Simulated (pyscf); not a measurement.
9 silicon, germanium or tin steps of one kind (four-centre exchange, closed-shell): barrier in kcal/mol, from the separated reactants or the lowest minimum found. Structures and frequencies: ωB97X-D3(BJ)/def2-SVP in PySCF. Functionals in def2-TZVP; the last column is ωB97M-D3(BJ)/def2-TZVP. Rows were drawn at random from the steps of this kind and element class whose saddle was verified and whose references are stable.

```csv
step,PBE,PBE0-D3(BJ),r²SCAN,ωB97M-D3(BJ)
HO–SiH₂–F + HO–SiH₃ → F–SiH₂–O–SiH₃ + H₂O,19.5,19.7,20.0,21.8
GeH₄ + HO–GeH₃ → H₃Ge–O–GeH₃ + H₂,37.6,39.6,39.0,42.8
HO–SnH₃ + SnH₄ -> H₃Sn–SnH₃ + H₂O,19.6,21.4,22.4,26.5
H₃Si–AsH₂ + AsH₃ -> H₂As–SiH₂–AsH₂ + H₂,64.3,67.9,69.0,74.5
HO–GeH₂–SnH₃ + H₂ → H₃Ge–SnH₃ + H₂O,38.3,40.6,41.8,43.7
H₂N–SiH₃ + H₂N–SiH₃ → H₂N–SiH₂–NH₂ + SiH₄,21.5,20.0,21.9,23.8
H₃Si–SiH₂–SiH₃ + HF → F–SiH₂–SiH₃ + SiH₄,29.4,34.3,31.6,35.3
HO–SiH₂–OH + HO–SiH₃ -> HO–SiH(OH)–O–SiH₃ + H₂,25.2,25.2,24.6,27.2
H₃Ge–GeH(GeH₃)–GeH₃ + HF → F–Ge(GeH₃)(GeH₃)–GeH₃ + H₂,30.6,35.9,33.2,37.4
```

Differences from the last column (kcal/mol): PBE: mean -5.2, median -5.4, mean size 5.2, lower in 9 of 9; PBE0-D3(BJ): mean -3.2, median -3.1, mean size 3.2, lower in 9 of 9; r²SCAN: mean -3.3, median -3.7, mean size 3.3, lower in 9 of 9. PBE is closest for row 8 (2.0 kcal/mol apart) and farthest for row 4 (10.2 kcal/mol). PBE, r²SCAN and M06-2X carry no added dispersion term. The last column is a level with limits of its own. Each barrier is that of the saddle found. Elements up to Kr have no core potential and no relativistic terms here. Elements past Kr carry the def2 core potentials, without spin-orbit coupling.
